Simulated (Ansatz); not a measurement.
Molecule: pyrrole, C4H5N, charge 0, multiplicity 1. 
Coordinates optimised at B3LYP-D3(BJ)/def2-TZVP (Ansatz, a program for electronic structure):
```xyz
10

H      0.0211    -0.0014     2.1219
N      0.0111    -0.0008     1.1183
C      0.0095     1.1219     0.3315
C     -0.0029    -1.1224     0.3301
C     -0.0058     0.7114    -0.9796
C     -0.0137    -0.7101    -0.9804
H      0.0192     2.1075     0.7635
H     -0.0040    -2.1085     0.7609
H     -0.0109     1.3576    -1.8413
H     -0.0258    -1.3551    -1.8429
```

Basis-set convergence of Hartree-Fock and CCSD correlation energies (hartree) with Ansatz. Cores are frozen in the correlated levels unless marked. Spin-orbit coupling is left out. No relativistic terms.

```
basis    functions       E(HF)  E(corr, CCSD)
-------  ---------  ----------  -------------
cc-pVDZ         95  -208.82861       -0.72581
cc-pVTZ        220         ___            ___
```

Problem. Complete the blanks.

Solution. 
- cc-pVTZ, E(HF): -208.88404
- cc-pVTZ, E(corr, CCSD): -0.86484
